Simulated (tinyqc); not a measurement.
Geometry optimisation on the UHF/sto-3g surface (energies and gradients from PySCF), for LiH, spin multiplicity 3, step by step. Computed by tinyqc, a small Python program that keeps every step (integrals from PySCF). Settings: charge = 0, multiplicity = 3, basis = sto-3g, optimiser = sd, first Hessian = 0.6, largest step = 0.3, iteration cap = 30. Command: `OMP_NUM_THREADS=1 python tinyqc.py 29481 29482 out.jsonl` (the two numbers bound the seeds that draw the settings). One thread of a shared host (Intel(R) Xeon(R) Processor @ 2.60GHz), about 2 s of CPU time with the checks.

## Step 1: energy and gradient

positions at the start (bohr), order 1Li, 2H:
$$\begin{pmatrix}
0.00000 & 0.00000 & 0.00000 \\
0.00000 & 0.00000 & 2.59459
\end{pmatrix}$$

Self-consistent energy and analytic gradient at these positions.

energy = -7.7485581 hartree

gradient (hartree/bohr), order 1Li, 2H:
$$\begin{pmatrix}
0.0000000 & 0.0000000 & 0.0613211 \\
0.0000000 & 0.0000000 & -0.0613211
\end{pmatrix}$$

## Step 1: move

Steepest descent, p = -g / 0.6; steps longer than 0.3 bohr are cut back.

positions after step 1 (bohr), order 1Li, 2H:
$$\begin{pmatrix}
0.00000 & 0.00000 & -0.10220 \\
0.00000 & 0.00000 & 2.69680
\end{pmatrix}$$

## Step 2: energy and gradient

As before.

energy = -7.7589281 hartree

gradient (hartree/bohr), order 1Li, 2H:
$$\begin{pmatrix}
0.0000000 & 0.0000000 & 0.0413330 \\
0.0000000 & 0.0000000 & -0.0413330
\end{pmatrix}$$

## Step 2: move

As before.

positions after step 2 (bohr), order 1Li, 2H:
$$\begin{pmatrix}
0.00000 & 0.00000 & -0.17109 \\
0.00000 & 0.00000 & 2.76568
\end{pmatrix}$$

## Step 3: energy and gradient

As before.

energy = -7.7639087 hartree

gradient (hartree/bohr), order 1Li, 2H:
$$\begin{pmatrix}
0.0000000 & 0.0000000 & 0.0313656 \\
0.0000000 & 0.0000000 & -0.0313656
\end{pmatrix}$$

## Step 3: move

As before.

positions after step 3 (bohr), order 1Li, 2H:
$$\begin{pmatrix}
0.00000 & 0.00000 & -0.22337 \\
0.00000 & 0.00000 & 2.81796
\end{pmatrix}$$

## Convergence

Stop when the largest gradient component is below 3e-5 hartree/bohr.

Course of the optimisation:
```
step  E (hartree)  largest gradient (hartree/bohr)
1      -7.7485581                         6.13e-02
2      -7.7589281                         4.13e-02
3      -7.7639087                         3.14e-02
4      -7.7668589                         2.53e-02
5      -7.7688060                         2.11e-02
6      -7.7701823                         1.81e-02
7      -7.7712028                         1.58e-02
8      -7.7719871                         1.40e-02
9      -7.7726070                         1.26e-02
10     -7.7731081                         1.14e-02
11     -7.7735207                         1.04e-02
12     -7.7738658                         9.55e-03
13     -7.7741583                         8.83e-03
14     -7.7744092                         8.21e-03
15     -7.7746264                         7.67e-03
16     -7.7748162                         7.19e-03
17     -7.7749835                         6.77e-03
18     -7.7751318                         6.39e-03
19     -7.7752642                         6.05e-03
20     -7.7753832                         5.75e-03
21     -7.7754905                         5.47e-03
22     -7.7755880                         5.22e-03
23     -7.7756767                         4.99e-03
24     -7.7757580                         4.78e-03
25     -7.7758326                         4.59e-03
26     -7.7759013                         4.41e-03
27     -7.7759649                         4.25e-03
28     -7.7760240                         4.09e-03
29     -7.7760789                         3.95e-03
30     -7.7761301                         3.82e-03
```

Distances after the last move, whose energy is not in the table (angstrom):
```
pair    distance
2H-1Li   2.03375
```

Not converged within 30 steps: the energy falls at every step, but slowly. Reruns: method bfgs, first Hessian 0.6, largest step 0.3: converged in 20 (E = -7.78210).
